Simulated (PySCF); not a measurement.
**How the method changes the constants of SF**

State: ²Π (doublet), unpaired electrons π ↑. Set-up: S def2-TZVPPD, F def2-TZVPPD; no relativity (PySCF 2.14). De refers to S + F in their high-spin ground configurations, without counterpoise correction. The functionals are run spin-unrestricted. A positive dipole means S(−)F(+).

```csv
Level,Re (Å),ωe (cm⁻¹),De (eV),μ (D)
UHF,1.567,926,1.54,-0.92
UHF-MP2,1.603,846,3.67,n/a
UHF-SCS-MP2,1.605,836,3.54,n/a
UHF-CCSD,1.598,857,3.25,n/a
UHF-CCSD(T),1.607,833,3.43,n/a
PBE,1.623,803,4.11,-0.65
r²SCAN,1.606,836,3.75,-0.63
B3LYP,1.610,825,3.70,-0.80
PBE0,1.595,862,3.67,-0.70
M06,1.592,858,3.71,-0.76
HSE06,1.597,856,3.65,-0.72
MN15,1.583,883,3.88,-0.71
BHandHLYP,1.583,884,3.19,-0.85
M06-2X,1.592,882,3.72,-0.82
```

The bond length runs from 1.567 Å (UHF) to 1.623 Å (PBE). De spans 1.54 eV (UHF, mean field) to 4.11 eV (PBE, GGA). Correlation at CCSD(T) changes the Hartree–Fock bond energy by +1.89 eV; the triples alone change it by +0.18 eV.

Correlated steps freeze 6 core orbitals. The state was picked by a PBE0 search and need not be the measured ground state.

The whole job (state search and all levels along the bond) took about 7.9 min on 2 threads of Arm Neoverse V1 (shared host), peak memory 3.3 GiB.
